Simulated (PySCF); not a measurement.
Gas-phase reaction: 4 SiF3 + 4 Cl = 3 SiF4 + SiCl4

Energies from PySCF (xtb for GFN2), thermal terms from the rigid-rotor harmonic-oscillator model, ideal gas at 1 bar. Table values come from the NASA 1993 polynomials. After a fit of one offset per element over all species, the range-separated, M06-2X, PBE0/def2-QZVP and CCSD(T)/def2-TZVPP enthalpies, where run, lie to one side of the table for SiF3 (+99 kJ/mol): a fault of the table's entry, another state or a shared error of the levels is possible; this was not checked at source. † marks an energy on the PBE0/def2-TZVP geometry and frequencies; other levels use their own. CCSD(T) freezes the core. Open shells (unrestricted): SiF3 (multiplicity 2), Cl (multiplicity 2, electronic degeneracy 6); the rest are closed-shell singlets. GFN2 has no spin-polarisation term. Spin-orbit splitting is ignored; it lowers the true energy and changes the entropy of Cl. B3LYP is the form with VWN-RPA correlation. For this reaction the table lies outside the span of B3LYP, CCSD(T), M06-2X, MP2, PBE0, r2SCAN, ωB97M-V, ωB97X-V in their largest bases here; which side is off was not settled. CCSD(T) isn't extrapolated to the basis-set limit; its ΔH°(298 K) is -1846.9 kJ in def2-SVP and -1947.5 kJ in def2-TZVPP. The harmonic model lacks anharmonicity and excited electronic states, which grow with temperature; levels with a mode under 35 cm⁻¹ are left out. The table's entry may be an old estimate for SiF3, SiCl4 (not checked at source).

| level | ΔH°(298 K), kJ | minus table | ΔG°(800 K), kJ |
|---|---|---|---|
| table | -1651.5 | - | -1160.3 |
| B3LYP/def2-TZVP† | -1856.4 | -204.9 | -1358.9 |
| CCSD(T)/def2-SVP† | -1846.9 | -195.4 | -1349.5 |
| CCSD(T)/def2-TZVPP† | -1947.5 | -296.0 | -1450.0 |
| GFN2-xTB | -1919.7 | -268.2 | -1444.5 |
| PBE/def2-SVP | -1900.9 | -249.4 | -1405.5 |
| PBE/def2-TZVP† | -1907.2 | -255.7 | -1409.8 |
| PBE0/def2-QZVP† | -1922.9 | -271.4 | -1425.5 |
| PBE0/def2-SVP† | -1911.5 | -260.0 | -1414.1 |
| ωB97M-V/def2-TZVP† | -2024.2 | -372.7 | -1526.7 |
